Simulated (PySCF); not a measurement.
# C2H3B: the cost of one run

Programs: PySCF 2.14.0, with density-fitted response routines of our own. Each step states its level of theory. These are calculated values for one molecule in the gas phase, unless marked as measured. Atoms count from 0, in the outputs and in this text.

## Step 1: Starting geometry

6 atoms, charge 0, multiplicity 1; geometry from: GFN2-xTB. The atoms were then displaced at random by about 0.01 Å, so the start is not that level's minimum.

Bonds of the start (Å): B0–C1 1.48, C1–C2 1.19, B0–H3 1.18, B0–H4 1.16, C2–H5 1.07.

## Step 2: Relaxing the molecule at PBE0-D3(BJ)/def2-SVP

What the job is given:

```
{"job": {"xc": "PBE0", "basis": "def2-SVP", "d3": "d3bj", "grid": 1, "shake": 0.01, "kind": "geom"}, "charge": 0, "multiplicity": 1}
B     -1.061780    -0.293640    -0.205270
C      0.340820     0.080820     0.060550
C      1.478010     0.368970     0.275080
H     -1.664100     0.377400    -0.971880
H     -1.567900    -1.189030     0.327060
H      2.499120     0.625470     0.469790
```

Launch:

```sh
$ OMP_NUM_THREADS=1 python probes_run.py task.json out
```

This one command runs all jobs of the session in turn.

Q: Estimate the wall time and peak memory of this first job on 1 thread of Arm Neoverse V2, shared host.

About 3.8 s, with a peak of 0.29 GiB.
